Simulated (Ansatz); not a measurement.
The input, for Ansatz 0.2.0:

```yaml
crystal:
  periodic: [false, false, false]
  atoms:
    - {symbol: Ge, position_ang: [0.000000, 0.000000, 0.000000]}
    - {symbol: B, position_ang: [0.000000, 0.000000, 3.661000]}
basis:
  gaussian: {orbitals: cc-pVDZ}
magnetization: {spin_polarized: true, initial_magnetization: 3}
correlation: {method: ccsd_t, electrons: outside_noble_gas}
```

```sh
$ ansatz run in.yaml --threads 1 --pin off --events-out ev --progress --plain --max-ram 2393MiB
```

Output:

```
462 factors; integrals over basis functions are off by at most 3.6e-4 eV
mean field evaluation 1: about -57136.0189 eV, gradient 9.1e0 eV
mean field evaluation 2: about -57136.0241 eV, gradient 9.1e0 eV
mean field evaluation 4: about -57138.0168 eV, gradient 3.0e0 eV
mean field evaluation 8: about -57139.2005 eV, gradient 4.3e-1 eV
mean field evaluation 16: about -57139.2086 eV, gradient 2.9e-6 eV
mean field evaluation 32: about -57136.9700 eV, gradient 9.7e0 eV
mean field evaluation 64: about -57139.1002 eV, gradient 6.1e-6 eV
mean field evaluation 96: about -57139.1370 eV, gradient 2.4e-1 eV
mean field evaluation 128: about -57136.9838 eV, gradient 9.6e0 eV
mean field evaluation 160: about -57139.2051 eV, gradient 6.2e-2 eV
...
mean field evaluation 992: about -57136.4943 eV, gradient 5.1e-4 eV
mean field evaluation 1024: about -57136.2068 eV, gradient 3.4e-2 eV
mean field evaluation 1056: about -57132.3214 eV, gradient 1.2e1 eV
mean field evaluation 1088: about -57139.1002 eV, gradient 9.2e-3 eV
mean field evaluation 1120: about -57139.0143 eV, gradient 7.1e-4 eV
mean field evaluation 1152: about -57138.7843 eV, gradient 2.3e-2 eV
mean field evaluation 1184: about -57138.7843 eV, gradient 9.0e-4 eV
mean field evaluation 1216: about -57136.3231 eV, gradient 4.6e-1 eV
mean field evaluation 1248: about -57139.0559 eV, gradient 2.9e-6 eV
mean field -57139.20860651 eV, -2099.8271859427 hartree, gradient 2.2e-6 eV, S^2 3.766142; 24 other end points of the search recorded, 0 dependent functions left out
determinant -57139.20860651 eV, -2099.8271859427 hartree, with singles and doubles -57142.39227337 eV, -2099.9441835419 hartree
determinant -57139.10021266 eV, -2099.8232025420 hartree, with singles and doubles -57142.28204707 eV, -2099.9401327998 hartree
determinant -57139.05594778 eV, -2099.8215758377 hartree, with singles and doubles -57142.22615353 eV, -2099.9380787501 hartree
determinant -57139.01425978 eV, -2099.8200438320 hartree, with singles and doubles -57142.17240466 eV, -2099.9361035155 hartree
determinant -57138.78428965 eV, -2099.8115925855 hartree, with singles and doubles -57141.96206816 eV, -2099.9283737918 hartree
determinant -57137.80733848 eV, -2099.7756902922 hartree, with singles and doubles -57142.00169777 eV, -2099.9298301532 hartree
determinant -57136.63161485 eV, -2099.7324832460 hartree, with singles and doubles -57138.71946309 eV, -2099.8092102536 hartree
determinant -57136.55703856 eV, -2099.7297426177 hartree, with singles and doubles -57138.51693657 eV, -2099.8017675411 hartree
determinant -57136.49429744 eV, -2099.7274369242 hartree, with singles and doubles -57138.43350317 eV, -2099.7987014203 hartree
determinant -57136.36188430 eV, -2099.7225708310 hartree, with singles and doubles -57138.29882747 eV, -2099.7937521794 hartree
determinant -57136.20685564 eV, -2099.7168736326 hartree, with singles and doubles -57138.16728826 eV, -2099.7889182028 hartree
determinant -57136.18227975 eV, -2099.7159704854 hartree, with singles and doubles -57138.14409802 eV, -2099.7880659770 hartree
determinant -57139.20860651 eV, -2099.8271859427 hartree, with singles and doubles -57142.39369007 eV, -2099.9442356047 hartree
determinant -57139.10021266 eV, -2099.8232025420 hartree, with singles and doubles -57142.28362790 eV, -2099.9401908944 hartree
determinant -57139.05594778 eV, -2099.8215758377 hartree, with singles and doubles -57142.22565439 eV, -2099.9380604071 hartree
determinant -57139.01425978 eV, -2099.8200438320 hartree, with singles and doubles -57142.17220879 eV, -2099.9360963178 hartree
determinant -57138.78428965 eV, -2099.8115925855 hartree, with singles and doubles -57141.96210389 eV, -2099.9283751048 hartree
determinant -57137.80733848 eV, -2099.7756902922 hartree, with singles and doubles -57142.25157451 eV, -2099.9390129542 hartree
15 core orbitals not correlated: weight in the atoms' cores, before any rotation towards them, 1.000 or more for the frozen orbitals, at most 0.000 for the correlated occupied ones
reference -57139.20860651 eV, -2099.8271859427 hartree; 5, 2 occupied and 21, 24 virtual orbitals, 462 factors
second order -2.14072202 eV of doubles, -0.00000000 eV of singles
cycle   1  -3.18508599 eV  change   -2.4e-6 eV  update   2.0e-6
perturbative correction -0.05876537 eV, -0.0021595875 hartree
Total energy: -57142.45245788 eV, -2099.9463952815 hartree
```

Ran on 1 thread of Arm Neoverse N1, shared host: 22 s wall, 0.2 GiB peak host memory.
